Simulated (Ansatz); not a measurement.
# SiNH₃ (triplet): wave-function methods side by side, cc-pVDZ

An exercise on one series of results from a longer session: the logs are not shown, and one member is left open.

Method: cc-pVDZ, core rule «outside noble gas», up to 6 orbitals frozen; program: Ansatz 0.2.0, Gaussian basis.

The runs, in order: UHF; CCSD(T) on ROHF; CCSD(T) on UHF; BCCD(T) on ROHF; CISD; CCSDT(Q) on ROHF; CCSDT(Q) on UHF; CASSCF and MRCISD+Q, 12 electrons in 11 orbitals; CASSCF and NEVPT2, 12 electrons in 11 orbitals.

1 further run of the same task is left out (set aside as unsound or not needed).

**The geometry**

The geometry is a PBE0/def2-TZVP stationary point (not a proven minimum) of the parent state, kept for this charge and spin.

5 atoms, charge 0, spin multiplicity 3.

Atoms are counted from 1 here; the program's logs count them from 0.

Bond lengths: Si1–N2 1.707 Å, Si1–H3 1.532 Å, N2–H4 1.008 Å, N2–H5 1.008 Å. Angles: N2–Si1–H3 94.1°, Si1–N2–H4 126.3°, Si1–N2–H5 121.7°, H4–N2–H5 112.0°.

Set-up of the first run:

File in.yaml:

```yaml
crystal:
  periodic: [false, false, false]
  atoms:
    - {symbol: Si, position_ang: [0.000000, -0.081122, 0.624572]}
    - {symbol: N, position_ang: [0.000000, 0.049408, -1.077458]}
    - {symbol: H, position_ang: [0.000000, 1.434266, 0.850543]}
    - {symbol: H, position_ang: [0.000000, 0.905200, -1.610089]}
    - {symbol: H, position_ang: [0.000000, -0.765663, -1.670950]}
basis:
  gaussian: {orbitals: cc-pVDZ}
magnetization: {spin_polarized: true, initial_magnetization: 2}
hamiltonian: {xc: hf}
output: {orbitals: {seedname: orbitals}}
```

The run is started by

```console
> ansatz run in.yaml --threads 1 --pin off --events-out ev --progress --plain --max-ram 4096MiB --backend cpu
```

Among the steps run: UHF; CCSD(T) on ROHF; CCSD(T) on UHF; BCCD(T) on ROHF; CISD; CCSDT(Q) on ROHF; CCSDT(Q) on UHF; CASSCF and MRCISD+Q, 12 electrons in 11 orbitals; CASSCF and NEVPT2, 12 electrons in 11 orbitals.

One of the session's tables, all rows but one given; the rest of the session is left out.

```
          method  from UCCSDT(Q) (kJ/mol)
            ROHF                   +722.0
             UHF                   +716.8
            RMP2                    +90.3
            UMP2                    +89.6
            CISD                    +72.1
           RCCSD                    +20.7
           UCCSD                    +20.6
        RCCSD(T)                     +3.5
        UCCSD(T)                     +3.4
         BCCD(T)                     +3.4
          RCCSDT                     +1.5
          UCCSDT                     +1.4
       RCCSDT(Q)                     +0.1
       UCCSDT(Q)                        0
  CASSCF valence                   +491.0
  NEVPT2 valence                        ?
  MRCISD valence                    +34.3
MRCISD+Q valence                     +3.4
```

Q: Estimate the row for NEVPT2 valence from the others.

As computed: from UCCSDT(Q) (kJ/mol): +108.2. In the column «from UCCSDT(Q) (kJ/mol)» it lies between RMP2 (+90.3) and CASSCF valence (+491.0).

Caveats from the session: Restricted and unrestricted rows rest on different reference determinants; where their highest levels disagree by more than a few hundredths of an eV, they describe different states and don't form one ladder.
